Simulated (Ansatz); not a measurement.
Ansatz (a quantum-chemistry and plane-wave program) input (HF/3-21G): The .json file is the Basis Set Exchange's 3-21G.

Ansatz 0.2 input:
```yaml
crystal:
  periodic: [false, false, false]
  atoms:
    - {symbol: C, position_ang: [-0.00010252, -0.00097914, 0.32334600]}
    - {symbol: C, position_ang: [-0.01090675, -0.76940559, -0.93236075]}
    - {symbol: C, position_ang: [0.01149651, 0.77503809, -0.92767681]}
    - {symbol: C, position_ang: [-0.00051492, -0.00491775, 1.62400352]}
    - {symbol: H, position_ang: [-0.92472150, -1.24887580, -1.22771479]}
    - {symbol: H, position_ang: [0.88877665, -1.27518340, -1.22721946]}
    - {symbol: H, position_ang: [0.92549745, 1.25628650, -1.21954211]}
    - {symbol: H, position_ang: [-0.88800071, 1.28259410, -1.22003745]}
    - {symbol: H, position_ang: [-0.01397236, -0.92208141, 2.18254466]}
    - {symbol: H, position_ang: [0.01258657, 0.90884640, 2.18809743]}
basis:
  gaussian:
    orbitals: 3-21G.json
hamiltonian:
  xc: {name: HF}
phonons: {temperatures: {t_min: 298.15, t_max: 298.15, t_step: 100}}
```

Problem. Which harmonic wavenumbers does it give?

Solution. 380, 398, 699, 765, 842, 951, 1071, 1080, 1102, 1198, 1241, 1243, 1277, 1283, 1599, 1605, 1637, 1986, 3302, 3307, 3309, 3380, 3382, 3395 cm⁻¹ (unscaled; negative means imaginary).
